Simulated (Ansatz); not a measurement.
# CH₄BF: single points off equilibrium

A test off equilibrium: a structure displaced at random from a GFN2-xTB minimum is computed at several levels, and each is set against CCSD(T).

Computed with Ansatz 0.2.0, Gaussian basis. Level: single points in def2-TZVPP.

Cores are frozen in the correlated methods.

### Step 1. Starting geometry

SMILES `BCF`, 7 atoms, charge 0, spin multiplicity 1.

Atoms are counted from 1 here; the program's logs count them from 0.

Bond lengths: B1–C2 1.479 Å, B1–H4 1.095 Å, B1–H5 1.106 Å, C2–F3 1.296 Å, C2–H6 1.056 Å, C2–H7 1.121 Å. Angles: C2–B1–H4 121.1°, C2–B1–H5 115.4°, H4–B1–H5 123.5°, B1–C2–F3 119.8°, B1–C2–H6 107.7°, B1–C2–H7 116.5°, F3–C2–H6 106.3°, F3–C2–H7 101.9°, H6–C2–H7 103.2°.

Coordinates:

```xyz
7
CH4BF
B    -0.7394    0.1653   -0.4771
C     0.4911   -0.0574    0.3120
F     0.6933   -1.2055    0.8782
H    -1.5243   -0.5971   -0.5293
H    -0.8109    1.1495   -0.9770
H     0.5114    0.6617    1.0848
H     1.4636    0.1117   -0.2198
```

### Step 2. CCSD(T)/def2-TZVPP

Input file run/in.yaml:

```yaml
crystal:
  periodic: [false, false, false]
  atoms:
    - {symbol: B, position_ang: [-0.739400, 0.165300, -0.477100]}
    - {symbol: C, position_ang: [0.491100, -0.057400, 0.312000]}
    - {symbol: F, position_ang: [0.693300, -1.205500, 0.878200]}
    - {symbol: H, position_ang: [-1.524300, -0.597100, -0.529300]}
    - {symbol: H, position_ang: [-0.810900, 1.149500, -0.977000]}
    - {symbol: H, position_ang: [0.511400, 0.661700, 1.084800]}
    - {symbol: H, position_ang: [1.463600, 0.111700, -0.219800]}
basis:
  gaussian: {orbitals: def2-TZVPP}
correlation: {method: ccsd_t}
output: {forces: true}
```

No record of the launch command was kept for these runs.

### Step 3. PBE0-D4/def2-TZVPP

Changes to run/in.yaml since step 2:

```diff
@@ -12,3 +12,3 @@
   gaussian: {orbitals: def2-TZVPP}
-correlation: {method: ccsd_t}
-output: {forces: true}
+hamiltonian: {xc: pbe0, dispersion: d4}
+output: {forces: true, orbitals: {seedname: orbitals}}
```

### Step 4. wB97M-V/def2-TZVPP

Changes to run/in.yaml since step 3:

```diff
@@ -12,3 +12,3 @@
   gaussian: {orbitals: def2-TZVPP}
-hamiltonian: {xc: pbe0, dispersion: d4}
-output: {forces: true, orbitals: {seedname: orbitals}}
+hamiltonian: {xc: {name: wB97M-V}}
+output: {forces: true}
```

### Step 5. r2SCAN-D4/def2-TZVPP

Changes to run/in.yaml since step 4:

```diff
@@ -12,3 +12,3 @@
   gaussian: {orbitals: def2-TZVPP}
-hamiltonian: {xc: {name: wB97M-V}}
+hamiltonian: {xc: r2scan, dispersion: d4}
 output: {forces: true}
```

### Step 6. PBE-D4/def2-TZVPP

Changes to run/in.yaml since step 5:

```diff
@@ -12,3 +12,3 @@
   gaussian: {orbitals: def2-TZVPP}
-hamiltonian: {xc: r2scan, dispersion: d4}
+hamiltonian: {xc: pbe, dispersion: d4}
 output: {forces: true}
```

### Step 7. SPW92/def2-TZVPP

Changes to run/in.yaml since step 6:

```diff
@@ -12,3 +12,3 @@
   gaussian: {orbitals: def2-TZVPP}
-hamiltonian: {xc: pbe, dispersion: d4}
+hamiltonian: {xc: lda}
 output: {forces: true}
```

### Step 8. BLYP-D4/def2-TZVPP

Changes to run/in.yaml since step 7:

```diff
@@ -12,3 +12,3 @@
   gaussian: {orbitals: def2-TZVPP}
-hamiltonian: {xc: lda}
+hamiltonian: {xc: {name: BLYP}, dispersion: d4}
 output: {forces: true}
```

(Steps that only read results are left out.)

**Question.** What will these runs give? Wanted: energy less free atoms, CCSD(T)/def2-TZVPP; RMS force component; RMS force error; HOMO and LUMO, PBE0-D4; T1 diagnostic.

**Answer**, as computed:

```
                                  quantity                                                                                         value
energy less free atoms, CCSD(T)/def2-TZVPP                                                                                -2350.8 kJ/mol
                       RMS force component                                                          1.620 to 1.813 eV/Å over the methods
                           RMS force error  PBE0-D4 0.178, wB97M-V 0.111, r2SCAN-D4 0.181, PBE-D4 0.281, SPW92 0.484, BLYP-D4 0.282 eV/Å
                    HOMO and LUMO, PBE0-D4                                                                            -8.92 and -1.50 eV
                             T1 diagnostic                                                                                         0.010
```

What this shows: Against CCSD(T) the functionals' energies less atoms differ by -414.9 to -62.5 kJ/mol, PBE-D4 by -105.7 kJ/mol. A larger basis would deepen the CCSD(T) value, while the functionals are nearly converged already, so the order here is not reliable. For forces wB97M-V does best and SPW92 worst.
